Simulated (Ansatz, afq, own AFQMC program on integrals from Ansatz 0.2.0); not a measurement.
Al$_{2}$H, quartet in 6-31G, levels against full CI

```xyz
3

Al    0.0000    0.0000    0.3526
Al    0.0000    0.0000   -2.3244
H     0.0000    0.0000    1.9718
```

Connectivity, by distances: AlH–Al.

Basis 6-31G. Noble-gas cores (and the filled d shells of Ga–Kr and In–Xe) are frozen. Ansatz 0.2.0 and our own AFQMC program on the same integrals; the CISD trial comes from CCSD amplitudes, and released means the phaseless constraint is let go. ± is one standard error of the sampling.

Determinant: ROHF, the one that the program's search chose, which needn't be the lowest solution. The geometry is a PBE0/def2-TZVP stationary point of this or a neighbouring charge and spin state.

Full CI is exact in this basis; its frozen core comes from its own orbitals, which moves totals by up to a few meV.

Cautions: another spin lies lower (by 627 meV); strong correlation (T1 0.071, weight of the determinant 0.83, largest double 0.12); the released energies are still falling, so no released level is given (meV from the phaseless value at times in 1/Eh: 2 ± 10 at 0.24, -6 ± 8 at 0.50, -17 ± 7 at 1.00, -24 ± 6 at 1.50); full CI with its own frozen core.

* T1 diagnostic: 0.0708
* weight of the determinant in the CISD state: 0.831
* size of the correlated space: 7 electrons in 18 orbitals

Reference: full CI, correlation energy -2.261 eV. CCSDTQ lies 1.0 meV above full CI, in part by the other frozen core, which shifts every row alike, so rows that close can't be ranked against it. The cautions show a poor starting determinant, so the rows tell how each method copes with it here, and full CI is the sure value.

| level | E − E(reference) (kJ/mol) | share of correlation (%) |
| --- | --- | --- |
| HF | 218.2 | 0.00 |
| MP2 | 78.1 | 64.23 |
| CCSD | 11.4 | 94.75 |
| CCSD(T) | 4.4 | 97.97 |
| CCSDT | 1.5 | 99.30 |
| CCSDT(Q) | 0.5 | 99.75 |
| CCSDTQ | 0.1 | 99.96 |
| ph-AFQMC/CISD | 3.9 ± 0.5 | 98.23 |

CCSDT and higher add their correlation energy to the determinant of the CCSD(T) run, since their own runs factorise the integrals more tightly (a shift of under 2 meV). A walk keeps the symmetry of its determinant, which the program's search chose and which needn't be the lowest solution, so a lower state of the same spin and another symmetry isn't excluded.
